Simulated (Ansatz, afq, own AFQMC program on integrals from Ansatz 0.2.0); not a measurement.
# CH4 (singlet): AFQMC on the coupled-cluster ladder at distance C1–H3 = 1.090 Å, 6-31G

The task here is to estimate one member of a computed series from the others.

Method: 6-31G, frozen cores; program: Ansatz 0.2.0, Gaussian basis, and an in-house AFQMC program (afq) on its integrals; all values are calculated.

Plan: Full CI; PBE (unrestricted); r2SCAN (unrestricted); PBE0 (unrestricted); B3LYP (unrestricted); CCSD(T) on RHF; wB97M-V (unrestricted); B2PLYP (unrestricted); Full CI; CCSDT(Q) on RHF; CCSDTQ on RHF; Phaseless AFQMC, CISD trial on RHF; Phaseless AFQMC, single-determinant trial on RHF; Free-projection AFQMC, CISD trial on RHF; Phaseless AFQMC, CISD trial on RHF; UHF.

3 further runs of the same task are left out: 3 that didn't finish.

## What is computed

The geometry derives from a PBE0/def2-TZVP stationary point (not a proven minimum). One bond is set to the value named and the two fragments are kept rigid.

5 atoms, charge 0, spin multiplicity 1.

Atoms are counted from 1 here; the program's logs count them from 0.

Bond lengths: C1–H2 1.090 Å, C1–H3 1.090 Å, C1–H4 1.090 Å, C1–H5 1.090 Å. Angles: H2–C1–H3 109.5°, H2–C1–H4 109.5°, H2–C1–H5 109.5°, H3–C1–H4 109.5°, H3–C1–H5 109.5°, H4–C1–H5 109.5°.

The first run:

Input file in.yaml:

```yaml
crystal:
  periodic: [false, false, false]
  atoms:
    - {symbol: C, position_ang: [0.000000, 0.000000, 0.000000]}
    - {symbol: H, position_ang: [0.628037, 0.630011, 0.629222]}
    - {symbol: H, position_ang: [-0.631581, -0.626732, 0.628949]}
    - {symbol: H, position_ang: [-0.626594, 0.628165, -0.632497]}
    - {symbol: H, position_ang: [0.630138, -0.631444, -0.625675]}
basis:
  gaussian: {orbitals: 6-31G}
correlation: {method: fci, electrons: outside_noble_gas}
```

The run is started by

```console
$ ansatz run in.yaml --threads 1 --pin off --events-out ev --progress --plain --max-ram 16896MiB --backend cuda --devices 0, --max-vram 18GiB
```

Among the steps run: Full CI; PBE (unrestricted); r2SCAN (unrestricted); PBE0 (unrestricted); B3LYP (unrestricted); CCSD(T) on RHF; wB97M-V (unrestricted); B2PLYP (unrestricted); CCSDT(Q) on RHF; CCSDTQ on RHF; Phaseless AFQMC, CISD trial on RHF; Phaseless AFQMC, single-determinant trial on RHF; Free-projection AFQMC, CISD trial on RHF; Phaseless AFQMC, CISD trial on RHF (settings varied); UHF.

One table of the session follows, with a row left open; its other results are not shown here.

It belongs to the step «AFQMC on the ladder». On the RHF determinant, counted from full CI (exact for this spin and basis):

| level | from full CI (kJ/mol) |
| --- | --- |
| HF | +314.2 |
| MP2 | +55.2 |
| CCSD | +5.0 |
| CCSD(T) | +0.8 |
| CCSDT(Q) | 0.0 |
| CCSDTQ | 0.0 |
| full CI | 0.0 |
| Phaseless AFQMC, CISD trial, step 0.005, 4000 walkers | +0.2 |
| Phaseless AFQMC, single-determinant trial, step 0.005, 4000 walkers | -0.4 |
| Free-projection AFQMC, CISD trial, step 0.03, 4000 walkers | ? |
| Phaseless AFQMC, CISD trial, step 0.01, 160 walkers | -0.5 |

**Question.** Estimate the row for Free-projection AFQMC, CISD trial, step 0.03, 4000 walkers.

**Answer.** from full CI (kJ/mol): -0.1. In the column «from full CI (kJ/mol)» it lies between Phaseless AFQMC, single-determinant trial, step 0.005, 4000 walkers (-0.4) and CCSDT(Q) (0.0).

Caveats from the session: On RHF the phaseless walk with the CISD trial lies +0.2 kJ/mol from full CI, within three error bars.
